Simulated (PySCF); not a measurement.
Process, species as SMILES: [SiH][SiH3] (SiH-SiH3) (closed-shell singlet) + 2 [H][H] (H2) → 2 [SiH4] (SiH4)
B3LYP-D3(BJ)/def2-TZVP geometries, fixed; electronic energies without zero-point terms.

Effect of the auxiliary basis of density fitting at PBE0/def2-SVP with PySCF, against the last row, where the energy of full hydrogenation is -68.16 kcal/mol.

```json
[
 {"setting": "density fitting: autoaux", "fitting functions, largest species": "392", "largest shift of a total energy (mEh)": "-0.045", "shift of the energy of full hydrogenation (kcal/mol)": "0.023"},
 {"setting": "density fitting: def2-universal-jkfit", "fitting functions, largest species": "328", "largest shift of a total energy (mEh)": "-0.085", "shift of the energy of full hydrogenation (kcal/mol)": "0.028"},
 {"setting": "density fitting: cc-pvtz-jkfit", "fitting functions, largest species": "362", "largest shift of a total energy (mEh)": "-0.026", "shift of the energy of full hydrogenation (kcal/mol)": "0.003"},
 {"setting": "density fitting: cc-pvqz-jkfit", "fitting functions, largest species": "500", "largest shift of a total energy (mEh)": "-0.019", "shift of the energy of full hydrogenation (kcal/mol)": "0.003"},
 {"setting": "density fitting: none", "fitting functions, largest species": "-", "largest shift of a total energy (mEh)": "0.000", "shift of the energy of full hydrogenation (kcal/mol)": "0.000"}
]
```

Within 0.02 kcal/mol in the energy of full hydrogenation: density fitting: cc-pvtz-jkfit; density fitting: cc-pvqz-jkfit. The largest shift is 0.085 mEh in a total energy and 0.028 kcal/mol in the difference.
